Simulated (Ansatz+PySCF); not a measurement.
## doublet C₆H₅: levels of theory in one basis

```xyz
11

C    -0.0275    1.4488    0.0000
C     1.1930    0.7283    0.0000
C     1.1842   -0.6837    0.0000
C    -0.0342   -1.3973    0.0000
C    -1.2684   -0.7006    0.0000
C    -1.2041    0.6952    0.0000
H    -0.0374    2.5447    0.0000
H     2.1286    1.2620    0.0000
H     2.1336   -1.2318    0.0000
H    -0.0286   -2.4744    0.0000
H    -2.2224   -1.2400    0.0000
```

Basis set: cc-pVTZ (spherical functions). Correlated methods keep 6 orbitals frozen. Correlation on ROHF uses semicanonical orbitals with singles. Charge 0, multiplicity 2.

Computed with Ansatz (development build ahead of 0.2.0); each method stands on the lowest determinant of its kind that the runs found.

```tsv
method	E − E(ROHF) (eV)	<S²> of the determinant
ROHF	0.00	0.75
UHF	-0.44	1.46
UHF-MP2	-23.78	1.46
```

(1) What does ROHF-MP2 give on the same scale?

(2) Is a single determinant a sound starting point here?

Answers

(1) -24.99 eV.

(2) It is doubtful. Unrestricted orbitals lower Hartree–Fock by 0.44 eV and <S²> is 1.46 where a pure state has 0.75, a sign of strong static correlation.

Caution for UHF, UHF-MP2: the unrestricted determinant is spin contaminated. Caution for ROHF-MP2, UHF-MP2: forces differ strongly between restricted and unrestricted references.
